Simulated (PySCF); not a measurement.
Structure problem from calculated spectra and properties.

Formula: C2H2F2.

| Property | Result |
| --- | --- |
| Triplet | lowest triplet excitation (Tamm–Dancoff): 4.23 eV [TDA CAM-B3LYP/def2-SVPD] |
| Valence photoelectron | vertical ionisation energy: 10.40 eV [ΔSCF CAM-B3LYP/def2-SVPD] |
| UV, first state | lowest singlet excitation: 6.96 eV (178 nm, f = 0.000) [TDDFT CAM-B3LYP/def2-SVPD] |
| Dipole | 0.00 D [CAM-B3LYP/def2-SVPD] |
| Rotational structure | rotational constants A, B, C: 58.085, 4.041, 3.778 GHz [PBE0-D3(BJ)/def2-SVP] |
| XPS | C1s 293.4 (×2), F1s 693.8 (×2) eV [ΔSCF SCAN, pcX-2 on the ionised atom, pcseg-1 elsewhere, spin-free X2C] |
| NMR, other nuclei | isotropic shieldings of nuclei other than C and H, by class: 367 (2 F) ppm [GIAO B97-2/pcSseg-2] |
| 13C NMR | chemical shifts (computed TMS as zero) by class: 154.0 (2 C) ppm [GIAO B97-2/pcSseg-2] |
| Couplings | largest of the computed one-bond spin–spin couplings (means over like bonds): 19F–13C -327.6 (×2), 13C–1H +205.9 (×2), 13C–13C +122.5 Hz [B3LYP/pcJ-1] |
| Polarisability | 27.5 au [CAM-B3LYP/def2-SVPD] |

The electronic properties come from PySCF, for the isolated species, density fitting. Levels stand in brackets. Geometry: PBE0-D3(BJ)/def2-SVP; no solvent, vibrations or thermal averaging. NMR classes are plain means over equivalent atoms (diastereotopic ones count apart unless rotation or inversion swaps them), as if these changed places fast.

Q: What is the compound? Reason from the data.

A: Numbering: `[F:1]/[CH:2]=[CH:3]/[F:4]`. Its formula, C2H2F2, gives 1 degree of unsaturation: 0 rings and 1 π bond in the structure found. 2 carbons fall into 1 class: vinylic C–F carbon [C2/C3] (154.0 ppm, 2 C). The other shieldings belong to: 367 ppm, vinyl fluorine [F1/F4]. The couplings run between: -327.6 Hz, vinyl fluorine [F1] and vinylic C–F carbon [C2] (with 1 like pair); +205.9 Hz, vinylic C–F carbon [C2] and its hydrogen (with 1 like pair); +122.5 Hz, vinylic C–F carbon [C2] and vinylic C–F carbon [C3]. The core levels belong to: C1s 293.4 eV, vinylic C–F carbon [C2/C3]; F1s 693.8 eV, vinyl fluorine [F1/F4]. The first electron is taken from the HOMO, whose largest Löwdin shares are 0.32 on each of 2 atoms of one kind (vinylic C–F carbon) and 0.16 on each of 2 atoms of one kind (vinyl fluorine). The vanishing dipole is forced by symmetry. The optimised geometry has point group C2h and is an asymmetric top. Structure: trans-1,2-difluoroethene (`F/C=C/F`). Computed isomers that give other values at the same levels: `C=C(F)F` (core binding energies: C1s 291.1, C1s 295.9, F1s 694.4 (×2) eV); `F/C=C\F` (rotational constant A: 21.821 GHz; this holds for the one conformer computed). The assignments are read from this structure; whether some other isomer fits the data as well wasn't checked.
